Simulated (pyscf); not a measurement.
Optimised with ωB97X-D3(BJ)/def2-SVPD in PySCF.

Question: For the elementary gas-phase step `[F-]` + `[CH3][CH2][I]` → `[FH]` + `[CH2]=[CH2]` + `[I-]` (singlet surface; C–H, C–I broken, F–H formed), what barrier and reaction energy does ωB97M-D3(BJ)/def2-TZVPD give, measured from the separated reactants?

Answer: ΔE‡ = -20.6 kJ/mol, ΔE = -134.7 kJ/mol. Zero-point energy shifts the barrier by -15.8 kJ/mol. It is a concerted fragmentation, with an imaginary mode of 1034i cm⁻¹. On the reactant side the descent ends in a bound adduct (not fully relaxed), 75.0 kJ/mol under the separated species and 64.0 kJ/mol under the saddle at ωB97X-D3(BJ)/def2-TZVPD. On the product side the descent ends in a bound adduct (not fully relaxed), 82.0 kJ/mol under the separated species and 179.9 kJ/mol under the saddle at ωB97X-D3(BJ)/def2-TZVPD. At ωB97M-D3(BJ) the saddle lies under the separated reactants, which points to a path from their complex (located at ωB97X-D3(BJ) alone). At ωB97X-D3(BJ) the barrier from the zero used here is -11.0 kJ/mol. One saddle was located; it need not be the lowest between these sides. Elements past Kr carry the def2 core potentials, without spin-orbit coupling.
